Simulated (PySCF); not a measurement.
PySCF input (B3PW91/6-31G* (5d)):

```python
from pyscf import gto, dft

mol = gto.M(
    atom='''
    C     0.90052546   -0.56668612    0.03712340
    C     2.39178388   -0.21072444    0.02785972
    C     0.08456244    0.71356583    0.13061417
    H     0.69681967   -1.19993557    0.91006203
    H     0.69360926   -1.20636106   -0.84731521
    H     3.02621860   -1.10472435   -0.00015858
    Cl   -1.77223671    0.11251524   -0.02631381
    H     2.63936733    0.39901487   -0.84795219
    H     2.64612132    0.37695155    0.91395249
    H     0.16465716    1.20536388   -0.85483764
    ''',
    basis='6-31g*',
    charge=-1,
    spin=0,
    verbose=4,
)

mf = dft.RKS(mol, xc='b3pw91')
mf.grids.level = 3
mf.conv_tol = 1e-9
mf.max_cycle = 100
mf.max_memory = 1500
mf.kernel()
if not mf.converged:
    mf = mf.newton()
    mf.kernel(mf.make_rdm1())
mf.dip_moment()
```

Q: What final total energy does it give?

A: -577.97125 Eh.
